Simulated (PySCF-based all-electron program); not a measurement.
## Distorting Al2H4, singlet

Calculated with an in-house all-electron program built on PySCF, in large uncontracted Gaussian sets near the basis limit; the spin-free Dirac equation, no spin–orbit coupling, spin-restricted. Forces are good to about 0.002 eV/Å. Atoms are numbered as listed.

Shape A:

```xyz
6

Al    0.0000    0.0000    0.0000
Al    0.0000    0.0000    2.2092
H     1.3590    0.0000   -0.8558
H    -1.3590    0.0000   -0.8558
H     0.0000    1.3590    3.0649
H     0.0000   -1.3590    3.0649
```

PBE forces:

```tsv
atom	Fx	Fy	Fz (eV/Å)
Al1	0.000	0.000	-4.071
Al2	0.000	0.000	4.071
H3	0.002	0.000	-0.051
H4	-0.002	0.000	-0.051
H5	0.000	0.002	0.051
H6	0.000	-0.002	0.051
```

Shape B:

```xyz
6

Al    0.0000    0.0000    0.0000
Al    0.0000    0.0000    2.0792
H     1.3590    0.0000   -0.8558
H    -1.3590    0.0000   -0.8558
H     0.0000    1.3590    2.9350
H     0.0000   -1.3590    2.9350
```

Against shape A, Al1–Al2 goes from 2.209 to 2.079 Å.

(1) What forces does PBE give in shape B?

Results:

(1) 

| atom | Fx | Fy | Fz (eV/Å) |
| --- | --- | --- | --- |
| Al1 | 0.000 | 0.000 | -6.804 |
| Al2 | 0.000 | 0.000 | 6.804 |
| H3 | 0.020 | 0.000 | -0.087 |
| H4 | -0.020 | 0.000 | -0.087 |
| H5 | 0.000 | 0.020 | 0.087 |
| H6 | 0.000 | -0.020 | 0.087 |
